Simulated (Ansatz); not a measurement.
# AlH3 (SMILES [AlH3]) at 6 levels

We compute a comparison of 6 runs (UB3LYP/3-21G, BHLYP/6-31G*, RPA@PBE/6-31G*, BCCD(T)/3-21G, CCSDTQ/6-31G*, CCSD(T)/6-31G*) of AlH3. 

Program for the calculation: Ansatz 0.2.0.

74 further runs of the same task are left out: 3 that didn't finish, 71 set aside as unsound or not needed.

## Step 1: The molecule

AlH3 has 4 atoms, charge 0, and is taken as a singlet. As SMILES, `[AlH3]`. The H3–Al1 distance was set to 2.379 Å, away from the relaxed value. At this shape a bond of the SMILES string is far longer than usual.

Bond lengths: Al1–H2 1.586 Å, Al1–H4 1.586 Å. Angles: H2–Al1–H4 120.0°.

## Step 2: A single-point energy at UB3LYP/3-21G (run 1)

Input file run.yaml:

```yaml
crystal:
  periodic: [false, false, false]
  atoms:
    - symbol: Al
      position_ang: [0.690918, 0.393781, -0.060197]
    - symbol: H
      position_ang: [1.310418, 1.079481, 1.228503]
    - symbol: H
      position_ang: [-1.340800, -0.832000, 0.105100]
    - symbol: H
      position_ang: [1.426618, 0.524281, -1.458997]
basis:
  gaussian:
    orbitals: 3-21G.json
magnetization:
  spin_polarized: true
  initial_magnetization: 0
hamiltonian:
  xc: {name: B3LYP}
accuracy: high
```

The basis set 3-21G is read from a file made from the Basis Set Exchange's data (not shown).

On the command line:

```sh
ansatz run run.yaml --threads 1 --pin off --max-ram 2610MiB --events-out events.jsonl --progress --plain --runs-dir runs
```

Output:

```text
Warning: RAYON_NUM_THREADS=1 ignored (pool sized by the plan → 1); use --threads N
Functional definition: B3LYP
  name "B3LYP"
  parameter a0 = 0.2
  parameter ax = 0.72
  parameter ac = 0.81
  exchange = (1 - a0 - ax)*slater_x + ax*b88_x + a0*exact_x
  correlation = (1 - ac)*vwn_rpa_c + ac*lyp_c
369 factors; integrals over basis functions are off by at most 2.6e-9 eV
mean field evaluation 1: about -6606.4541 eV, gradient 7.2e0 eV
mean field evaluation 2: about -6606.5195 eV, gradient 5.9e0 eV
mean field evaluation 4: about -6606.9839 eV, gradient 1.5e-1 eV
mean field evaluation 8: about -6606.9804 eV, gradient 1.7e-3 eV
mean field evaluation 16: about -6606.9804 eV, gradient 1.0e-8 eV
mean field -6606.98040143 eV, -242.8020513803 hartree, gradient 1.0e-8 eV, S^2 0.000000; 1 other end points of the search recorded, 0 dependent functions left out
reference -6606.98043641 eV, -242.8020526658 hartree; 8, 8 occupied and 11, 11 virtual orbitals, 369 factors
Total energy: -6606.98043641 eV, -242.8020526658 hartree
```

Run time: 1.1 s. Hardware: 1 thread of Arm Neoverse V2, shared host; peak memory 0.11 GiB.

## Step 3: A single-point energy at BHLYP/6-31G(d) (spherical functions) (run 2)

Input file input.yaml:

```yaml
crystal:
  periodic: [false, false, false]
  atoms:
    - {symbol: Al, position_ang: [0.690918, 0.393781, -0.060197]}
    - {symbol: H, position_ang: [1.310418, 1.079481, 1.228503]}
    - {symbol: H, position_ang: [-1.340800, -0.832000, 0.105100]}
    - {symbol: H, position_ang: [1.426618, 0.524281, -1.458997]}
basis:
  gaussian:
    orbitals: 6-31G_st_-spherical.json
hamiltonian:
  xc: {name: BHLYP}
accuracy: high
```

The basis set 6-31G* is read from a file made from the Basis Set Exchange's data (not shown).

On the command line:

```sh
ansatz run input.yaml --threads 1 --pin off --max-ram 2610MiB --events-out events.jsonl --progress --plain --runs-dir runs
```

Output:

```text
Warning: RAYON_NUM_THREADS=1 ignored (pool sized by the plan → 1); use --threads N
Functional definition: BHLYP
  name "BHLYP"
  parameter a = 0.5
  exchange = (1 - a)*b88_x + a*exact_x
  correlation = lyp_c
451 factors; integrals over basis functions are off by at most 3.6e-9 eV
mean field evaluation 1: about -6642.1536 eV, gradient 7.8e0 eV
mean field evaluation 2: about -6642.4178 eV, gradient 3.1e0 eV
mean field evaluation 4: about -6642.4812 eV, gradient 6.4e-2 eV
mean field evaluation 8: about -6642.4819 eV, gradient 1.1e-3 eV
mean field -6642.48187315 eV, -244.1067064024 hartree, gradient 9.8e-8 eV, S^2 0.000000; 0 other end points of the search recorded, 0 dependent functions left out
reference -6642.48189757 eV, -244.1067072997 hartree; 8, 8 occupied and 16, 16 virtual orbitals, 451 factors
Total energy: -6642.48189757 eV, -244.1067072997 hartree
```

It took 0.7 s on 1 thread of Arm Neoverse V2, shared host.

Run 3 isn't shown in full; the table further down has it.

## Step 4: The energy at BCCD(T)/3-21G (run 4)

Changes to input.yaml since step 3:

```diff
@@ -8,6 +8,5 @@
 basis:
-  gaussian:
-    orbitals: 6-31G_st_-spherical.json
-hamiltonian:
-  xc: {name: BHLYP}
+  gaussian: {orbitals: 3-21G.json}
+correlation: {method: bccd_t, frozen_orbitals: {Al: 5, H: 0}}
 accuracy: high
+scf: {omitted_lower_state_checks: [cluster_reference, increment]}
```

The basis set 3-21G is read from a file made from the Basis Set Exchange's data (not shown).

On the command line:

```sh
ansatz run input.yaml --threads 1 --pin off --max-ram 2610MiB --events-out events.jsonl --progress --plain --runs-dir runs
```

Output, cut to the lines that bear on the results:

```text
Warning: RAYON_NUM_THREADS=1 ignored (pool sized by the plan → 1); use --threads N
Functional definition: HF
  name "HF"
[...]
369 factors; integrals over basis functions are off by at most 2.6e-9 eV
[...]
mean field -6591.02984157 eV, -242.2158791171 hartree, gradient 1.8e-8 eV, S^2 0.000000; 0 other end points of the search recorded, 0 dependent functions left out; unrestricted orbitals would lower it
5 core orbitals not correlated: weight in the atoms' cores, before any rotation towards them, 1.000 or more for the frozen orbitals, at most 0.000 for the correlated occupied ones
reference -6591.02984157 eV, -242.2158791171 hartree; 3, 3 occupied and 11, 11 virtual orbitals, 369 factors
second order -1.31849334 eV of doubles, -0.00000000 eV of singles
cycle   1  -1.72806448 eV  change   -4.1e-1 eV  update   7.3e-2
[...]
cycle  24  -2.01397357 eV  change  -2.3e-10 eV  update  8.4e-11
perturbative correction -0.03407041 eV, -0.0012520644 hartree
Total energy: -6593.07788554 eV, -242.2911433450 hartree
Checks for a lower state left out: cluster_reference, increment
```

Wall time 0.14 s (1 thread of Arm Neoverse V2, shared host).

Run 5 isn't shown in full; the table further down has it.

## Step 5: A single-point energy at CCSD(T)/6-31G(d) (spherical functions) (run 6)

Input file in.yaml:

```yaml
basis:
  gaussian:
    orbitals: 6-31G_st_-spherical.json
crystal:
  periodic: [false, false, false]
  atoms:
    - {symbol: Al, position_ang: [0.690918, 0.393781, -0.060197]}
    - {symbol: H, position_ang: [1.310418, 1.079481, 1.228503]}
    - {symbol: H, position_ang: [-1.340800, -0.832000, 0.105100]}
    - {symbol: H, position_ang: [1.426618, 0.524281, -1.458997]}
accuracy: high
correlation:
  method: ccsd_t
  frozen_orbitals: {Al: 5, H: 0}
scf:
  omitted_lower_state_checks: [cluster_reference, increment]
```

The basis set 6-31G* is read from a file made from the Basis Set Exchange's data (not shown).

On the command line:

```sh
ansatz run in.yaml --threads 1 --pin off --max-ram 2610MiB --events-out events.jsonl --progress --plain --runs-dir runs
```

Output, cut to the lines that bear on the results:

```text
Warning: RAYON_NUM_THREADS=1 ignored (pool sized by the plan → 1); use --threads N
Functional definition: HF
  name "HF"
[...]
451 factors; integrals over basis functions are off by at most 3.6e-9 eV
[...]
mean field -6627.14943095 eV, -243.5432495442 hartree, gradient 2.4e-8 eV, S^2 0.000000; 0 other end points of the search recorded, 0 dependent functions left out; unrestricted orbitals would lower it
5 core orbitals not correlated: weight in the atoms' cores, before any rotation towards them, 1.000 or more for the frozen orbitals, at most 0.000 for the correlated occupied ones
reference -6627.14943095 eV, -243.5432495442 hartree; 3, 3 occupied and 16, 16 virtual orbitals, 451 factors
second order -1.57552768 eV of doubles, -0.00000000 eV of singles
cycle   1  -1.99858622 eV  change   -4.2e-1 eV  update   7.3e-2
[...]
cycle  23  -2.29852395 eV  change  -3.7e-10 eV  update  5.3e-10
perturbative correction -0.04626029 eV, -0.0017000343 hartree
Total energy: -6629.49421519 eV, -243.6294187756 hartree
Checks for a lower state left out: cluster_reference, increment
```

Run time: 0.18 s. Hardware: 1 thread of Arm Neoverse V2, shared host.

## Step 6: All runs side by side

```tsv
run	level	frozen core orbitals	energy (Eh)	wall time
1	UB3LYP/3-21G	–	-242.802053	1.1 s
2	BHLYP/6-31G* (spherical functions)	–	-244.106707	0.7 s
3	RPA@PBE/6-31G* (spherical functions)	5	-243.681072	1.1 s
4	BCCD(T)/3-21G	5	-242.291143	0.14 s
5	CCSDTQ/6-31G* (spherical functions)	5	-243.630232	3.3 s
6	CCSD(T)/6-31G* (spherical functions)	5	-243.629419	0.18 s
```

## Step 7: What came out

```
                                          quantity          value
                               run 6: total energy  -243.62942 Eh
run 6: correlation energy (5 core orbitals frozen)      -86.2 mEh
                             run 6: (T) correction      -1.70 mEh
                              run 6: T1 diagnostic          0.023
```

Totals of different functionals can't be ranked against each other. In runs 4, 5, 6 the log says that unrestricted orbitals would lower the reference, so the values rest on an unstable closed-shell determinant (other closed-shell runs at this shape may share the fault). All runs together took 6.4 s, the longest 3.3 s.
